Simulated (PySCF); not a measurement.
Match the calculated data to a structure.

All candidates are C4H3FO.

* XPS: C1s 292.0, C1s 292.3, C1s 294.0, C1s 294.2, O1s 537.6, F1s 693.0 eV [ΔSCF SCAN, pcX-2 on the ionised atom, pcseg-1 elsewhere, spin-free X2C]
* 1H NMR: chemical shifts (computed TMS as zero) by class: 8.77 (1 H), 6.03 (2 H) ppm [GIAO PBE0/pcSseg-1]
* Rotational structure: rotational constants A, B, C: 13.130, 1.953, 1.719 GHz [GFN2-xTB]
* 13C NMR: chemical shifts (computed TMS as zero) by class: 181.9 (1 C), 155.0 (1 C), 149.6 (1 C), 83.3 (1 C) ppm [GIAO PBE0/pcSseg-1]
* Triplet: lowest triplet excitation (Tamm–Dancoff): 3.86 eV [TDA B3LYP/def2-SVPD]
* UV, strongest line: among the 8 lowest singlet transitions: S5 at 6.78 eV (183 nm, f = 0.064) [TDDFT B3LYP/def2-SVPD]
* Polarisability: 48.7 au [B3LYP/def2-SVPD]

Electronic properties: PySCF, gas phase, density fitting. Levels stand in brackets. Isolated species at its GFN2-xTB geometry (one conformer only). Each NMR value is the plain mean over a class of atoms that symmetry, rotation or inversion makes alike.

Task: Which candidate is it?
A. `C#CCC(=O)F`
B. `O=c1cc1CF`
C. `Fc1ccoc1`
D. `O=C=C/C=C\F`
E. `O=C1C=C[C@@H]1F`

Result: B. It is `O=c1cc1CF`. Numbering: `[O:1]=[c:2]1[cH:3][c:4]1[CH2:5][F:6]`. Its formula, C4H3FO, gives 3 degrees of unsaturation: 1 ring and 2 π bonds in the structure found (Kekulé form). 4 carbons fall into 4 classes; from least to most shielded: unsaturated ring carbon [C4] (181.9 ppm), unsaturated ring CH carbon [C3] (155.0 ppm), ring carbonyl carbon [C2] (149.6 ppm), sp3 C–F carbon [C5] (83.3 ppm). Hydrogen classes from least to most shielded: 1 H on an unsaturated ring CH carbon, C3 (8.77 ppm), 2 H on an sp3 C–F carbon, C5 (6.03 ppm). The core levels belong to: C1s 292.0 eV, unsaturated ring CH carbon [C3]; C1s 292.3 eV, unsaturated ring carbon [C4]; C1s 294.0 eV, ring carbonyl carbon [C2]; C1s 294.2 eV, sp3 C–F carbon [C5]; O1s 537.6 eV, carbonyl oxygen [O1]; F1s 693.0 eV, alkyl fluorine [F6]. The hole state at 292.3 eV has ⟨S²⟩ = 0.84 against 0.75, so that value is less sure. The optimised geometry has point group Cs and is an asymmetric top.

The others, at the same levels:
- `Fc1ccoc1` fails: its computed 13C shifts are 165.3 (1 C), 145.5 (1 C), 131.6 (1 C), 109.5 (1 C) ppm, core binding energies are C1s 290.9, C1s 291.9, C1s 292.1, C1s 293.0, O1s 540.5, F1s 693.4 eV and 1H shifts are 7.52 (1 H), 7.32 (1 H), 6.59 (1 H) ppm.
- `C#CCC(=O)F` fails: its computed 13C shifts are 165.7 (1 C), 81.2 (1 C), 77.8 (1 C), 26.7 (1 C) ppm, 1H shifts are 3.41 (2 H), 1.76 (1 H) ppm and lowest triplet excitation (Tamm–Dancoff) is 5.06 eV (against 3.86 eV).
- `O=C=C/C=C\F` fails: its computed 13C shifts are 208.5 (1 C), 153.2 (1 C), 103.4 (1 C), 21.5 (1 C) ppm, 1H shifts are 6.67 (1 H), 5.14 (1 H), 4.61 (1 H) ppm and lowest triplet excitation (Tamm–Dancoff) is 2.90 eV (against 3.86 eV).
- `O=C1C=C[C@@H]1F` fails: its computed 13C shifts are 188.7 (1 C), 176.5 (1 C), 156.1 (1 C), 106.8 (1 C) ppm, core binding energies are C1s 291.7, C1s 291.8, C1s 293.6, C1s 293.8, O1s 538.2, F1s 692.8 eV and 1H shifts are 8.86 (1 H), 6.76 (1 H), 6.08 (1 H) ppm.

Each candidate is one conformer, not necessarily the lowest. The conformers computed, where there is a choice (atom-mapped SMILES and torsion angles):
- `[O:1]=[c:2]1[cH:3][c:4]1[CH2:5][F:6]`: C3–C4–C5–F6 0°
- `[CH:1]#[C:2][CH2:3][C:4](=[O:5])[F:6]`: C2–C3–C4–O5 106°
- `[O:1]=[C:2]=[CH:3]/[CH:4]=[CH:5]\[F:6]`: C2–C3–C4–C5 180°
